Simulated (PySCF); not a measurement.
**SiH₂: structure of the triplet**

Aim: relax SiH₂ as a triplet from a bent start, check by its vibrations whether the end is a minimum, and collect its spectrum and constants.

The runs use PySCF 2.14.0; PBE, basis Si def2-TZVP, H def2-TZVP, no relativity, density fitting.

### 1 The system as given

3 atoms, charge 0, spin multiplicity 3.

Bond lengths: Si1–H2 1.480 Å, Si1–H3 1.480 Å. Angles: H2–Si1–H3 110.0°.

```xyz
3
charge 0 multiplicity 3
Si    0.0000    0.0000    0.0000
H     1.2123    0.0000    0.8489
H    -1.2123    0.0000    0.8489
```

### 2 Finding the electronic state

One driver script runs all steps and calls PySCF; scf.py shows how it sets up the SCF of each step. The optimiser is the driver's own. After this first run the driver tries any further starts and a stability analysis.

File scf.py:

```python
from pyscf import gto, scf, dft
mol = gto.M(atom='''
Si     0.000000     0.000000     0.000000
H      1.212300     0.000000     0.848900
H     -1.212300     0.000000     0.848900''',
    basis={'Si': 'def2-TZVP', 'H': 'def2-TZVP'},
    charge=0, spin=2)
mf = dft.UKS(mol, xc='PBE')
mf.grids.atom_grid = (50, 194)
aux = {'Si': 'def2-universal-JKFIT', 'H': 'def2-universal-JKFIT'}
mf = mf.density_fit(auxbasis=aux)
mf.conv_tol = 1e-08
mf.diis_space = 10
mf.max_cycle = 60
mf.init_guess = 'minao'
mf.verbose = 4
mf.kernel()
```

Run with:

```
$ OMP_NUM_THREADS=2 python axn.py task.json out
```

Log:

```text
init E= -290.324212495155
[... the frontier-level lines of each cycle are left out ...]
cycle= 1 E= -290.422879562838  delta_E= -0.0987  |g|= 0.112  |ddm|= 0.949
cycle= 2 E= -290.424680325397  delta_E= -0.0018  |g|= 0.0926  |ddm|= 0.228
cycle= 3 E= -290.430361567456  delta_E= -0.00568  |g|= 0.0148  |ddm|= 0.116
cycle= 4 E= -290.43056483658  delta_E= -0.000203  |g|= 0.00253  |ddm|= 0.0258
cycle= 5 E= -290.430571631417  delta_E= -6.79e-06  |g|= 0.000386  |ddm|= 0.00471
cycle= 6 E= -290.430571744972  delta_E= -1.14e-07  |g|= 0.000167  |ddm|= 0.000797
cycle= 7 E= -290.430571766222  delta_E= -2.13e-08  |g|= 2.25e-05  |ddm|= 0.000206
cycle= 8 E= -290.430571767027  delta_E= -8.05e-10  |g|= 4.49e-06  |ddm|= 5.57e-05
Extra cycle  E= -290.430571767045  delta_E= -1.8e-11  |g|= 2.55e-06  |ddm|= 1.1e-05
converged SCF energy = -290.430571767045  <S^2> = 2.0028719  2S+1 = 3.001914
```

This step, with its further starts and checks, needed 3.9 s of wall time on 2 threads of Arm Neoverse V1, shared host.

Energies from each starting density:

| start | energy (Eh) |
| --- | --- |
| the minimal-basis guess | -290.430572 |
| a thermally smeared density | -290.430572 |
| a smeared PBE density | -290.430572 |

No lower solution of this spin turned up from the other starts or in the test of internal stability.

### 3 Relaxation: bent start, triplet

The program finds C2v symmetry in the start, which this walk keeps.

Edit scf.py of step 2 so:

```diff
@@ -3,3 +3,3 @@
-Si     0.000000     0.000000     0.000000
-H      1.212300     0.000000     0.848900
-H     -1.212300     0.000000     0.848900''',
+Si     0.000000     0.000000    -0.057050
+H      1.212300     0.000000     0.791850
+H     -1.212300     0.000000     0.791850''',
@@ -15 +14,0 @@
-mf.init_guess = 'minao'
```

Steps of the walk:

| step | energy (Eh) | change (kJ/mol) | largest symmetric gradient (Eh/bohr) |
| --- | --- | --- | --- |
| 0 | -290.430572 | 0.00 | 0.00898 |
| 1 | -290.432102 | -4.02 | 0.00013 |
| 2 | -290.432103 | -4.02 | 0.00004 |

The walk took 1.2 s.

After 2 steps and 4.0 kJ/mol it ends at C2v: Si–H 1.497 Å (×2); H–Si–H 118.8°.

### 4 Frequencies

The point is checked on the finer grid, and tightened if its gradient asks for it. The Hessian and the dipole derivatives come from central differences of analytic gradients, with steps of 0.02 bohr.

Edit scf.py of step 3 so:

```diff
@@ -3,3 +3,3 @@
-Si     0.000000     0.000000    -0.057050
-H      1.212300     0.000000     0.791850
-H     -1.212300     0.000000     0.791850''',
+Si     0.000000     0.000000    -0.050937
+H      1.288641     0.000000     0.711309
+H     -1.288641     0.000000     0.711309''',
@@ -9 +9 @@
-mf.grids.atom_grid = (50, 194)
+mf.grids.atom_grid = (75, 302)
@@ -12 +12 @@
-mf.conv_tol = 1e-08
+mf.conv_tol = 1e-10
```

The driver hands on the density of the step before, so the log starts near convergence.

SCF at the final geometry:

```text
init E= -290.432087608432
[... the frontier-level lines of each cycle are left out ...]
cycle= 1 E= -290.432087608432  delta_E= 3.41e-13  |g|= 4.15e-07  |ddm|= 1.09e-06
Extra cycle  E= -290.432087608432  delta_E= 4.55e-13  |g|= 3.95e-07  |ddm|= 1.04e-06
converged SCF energy = -290.432087608432  <S^2> = 2.0029618  2S+1 = 3.0019739
```

The whole step took 7.8 s.

Geometry: C2v; Si–H 1.497 Å (×2); H–Si–H 118.8°.

Modes, for the most abundant isotopes:

| symmetry | ω (cm⁻¹) | IR (km/mol) | μ (u) | type |
| --- | --- | --- | --- | --- |
| a1 | 853 | 49.1 | 1.06 | bend |
| a1 | 2105 | 9.3 | 1.02 | stretch |
| b2 | 2178 | 55.1 | 1.06 | stretch |

All wavenumbers are real: a minimum.

Properties at this point:

```
Dipole moment                                                   : 0.02 D
Highest occupied level                                          : -4.72 eV
Lowest empty level                                              : -4.20 eV
Rotational constants                                            : 15.43, 5.036, 3.797 cm⁻¹
Zero-point energy                                               : 30.7 kJ/mol
Principal polarisabilities                                      : 27.5, 27.6, 34.9 bohr³
Atomisation energy without zero-point energy                    : 551 kJ/mol
Principal traceless quadrupole moments about the centre of mass : -1.75, 0.75, 1.01 D Å
Entropy at 298.15 K and 1 bar (electronic part: spin only)      : 215.5 J/(mol K)
Heat capacity Cp at 298.15 K                                    : 35.7 J/(mol K)
Enthalpy at 298.15 K above 0 K                                  : 10.09 kJ/mol
Rotational symmetry number                                      : 2
Spin squared ⟨S²⟩                                               : 2.003
```

Populations by atom (charges in e):

```csv
atom,Mulliken,Löwdin,polar tensor,spin (Mulliken),Mayer order to Si1
Si1,-0.07,0.06,0.21,1.88,–
"H2,3",0.03,-0.03,-0.10,0.06,0.93
```

Outer orbital energies (eV). α occupied: -138.06, -94.88, -94.87, -94.71, -13.10, -9.18, -6.34, -4.72; empty: -0.39, 0.19, 3.16, 3.60. β occupied: -1780.24, -137.87, -94.62, -94.59, -94.55, -12.07, -8.76; empty: -4.20, -2.60, 0.46, 1.28.

Mulliken populations on Si1: s 5.51, p 8.47, d 0.08, f 0.01.

### 5 Summary of results

```
                                          quantity                             value
                                           minimum                      triplet, C2v
                                          geometry  Si–H 1.497 Å (×2); H–Si–H 118.8°
                                wavenumbers (cm⁻¹)    853 (a1), 2105 (a1), 2178 (b2)
                                     dipole moment                            0.02 D
highest occupied, lowest empty level (either spin)                   -4.72, -4.20 eV
                        polar-tensor charge of Si1                           +0.21 e
                                 zero-point energy                       30.7 kJ/mol
                               entropy at 298.15 K                   215.5 J/(mol K)
         atomisation energy (no zero-point energy)                        551 kJ/mol
                                              ⟨S²⟩                             2.003
```

What this shows: The molecule stays C2v, as typed, and the end point is a minimum. The strongest infrared band lies at 2178 cm⁻¹ (b2, stretch). Most of the spin sits on Si1 (Mulliken spin 1.88, against 2 for the whole molecule). Only this shape and spin were tried, so other structures or states may lie lower.

The search up to here took 13 s.
